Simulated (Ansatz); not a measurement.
Input file for Ansatz (a program for electronic structure): R-CCSD(T)/aug-cc-pVDZ on CH5N (SMILES CN) with ghost functions.

Ansatz 0.2 input:
```yaml
crystal:
  periodic: [false, false, false]
  atoms:
    - {symbol: N, position_ang: [1.69001392, 0.61743551, -0.01329695]}
    - {symbol: H, position_ang: [2.06063292, 1.12521251, 0.77983605]}
    - {symbol: H, position_ang: [2.06075692, 1.08177451, -0.83255495]}
    - {symbol: C, position_ang: [2.16776592, -0.76859749, 0.02416505]}
    - {symbol: H, position_ang: [1.77588092, -1.30262349, -0.83802695]}
    - {symbol: H, position_ang: [3.25447692, -0.87533249, 0.02719905]}
    - {symbol: H, position_ang: [1.77563892, -1.25532749, 0.91379705]}
basis:
  gaussian:
    orbitals: aug-cc-pVDZ
    ghost_atoms:
      - {symbol: O, position_ang: [-1.74049208, 0.72886451, -0.00230995]}
      - {symbol: H, position_ang: [-0.76794808, 0.75474451, -0.00735695]}
      - {symbol: C, position_ang: [-2.11024308, -0.63088149, -0.00708195]}
      - {symbol: H, position_ang: [-3.19649608, -0.68016149, -0.00283095]}
      - {symbol: H, position_ang: [-1.75697808, -1.16161749, -0.89643895]}
      - {symbol: H, position_ang: [-1.74965208, -1.16978649, 0.87438405]}
magnetization: {spin_polarized: false}
correlation: {method: ccsd_t, electrons: outside_noble_gas}
scf: {lower_state_search: off}
```

Task: What total energy does the run end on?

Result: -95.6140 hartree (reference determinant -95.2310, T1 diagnostic 0.009).

Task: How many basis functions does it have, and what does it roughly cost on one machine?

Result: 173 functions; about 15 core-seconds (a rough figure).
